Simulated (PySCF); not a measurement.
Isomers of C5H11P. Method: PBE0-D3(BJ)/def2-SVP geometry optimisation, gas phase in PySCF. Energies are electronic, without zero-point or thermal terms, for one conformer each. No frequencies were run at this level. Point groups hold within 0.08 Å.

**Question.** Rank from lowest to highest electronic energy at this level (kcal/mol).
A. `[CH3:1][CH2:2][CH2:3][P:4]1[CH2:5][CH2:6]1` with C1–C2–C3–P4 -67°, C2–C3–P4–C5 151°
B. `[CH3:1][CH2:2][PH:3][CH:4]1[CH2:5][CH2:6]1` with C1–C2–P3–C4 168°, C2–P3–C4–C5 -64°

**Answer.** A (0.0), B (8.2).

```
  SMILES      E (Eh)  E rel (kcal/mol)  dipole (D)  point group     A, B, C (MHz)
CCCP1CC1  -537.87927               0.0        1.26           C1  5479, 1748, 1572
CCPC1CC1  -537.86621               8.2        1.35           C1  6960, 1454, 1320
```

**Question.** How do the relative energies change in single points at PBE0/pcSseg-1 (no added dispersion term) on the same geometries?

**Answer.** 
```json
{"SMILES": "CCCP1CC1", "PBE0-D3(BJ)/def2-SVP (kcal/mol)": "0.0", "PBE0/pcSseg-1 (kcal/mol)": "0.0", "shift": "0.0"}
{"SMILES": "CCPC1CC1", "PBE0-D3(BJ)/def2-SVP (kcal/mol)": "8.2", "PBE0/pcSseg-1 (kcal/mol)": "8.1", "shift": "-0.1"}
```

Each column counts from its own lowest isomer. The order is unchanged; the largest shift is 0.1 kcal/mol.
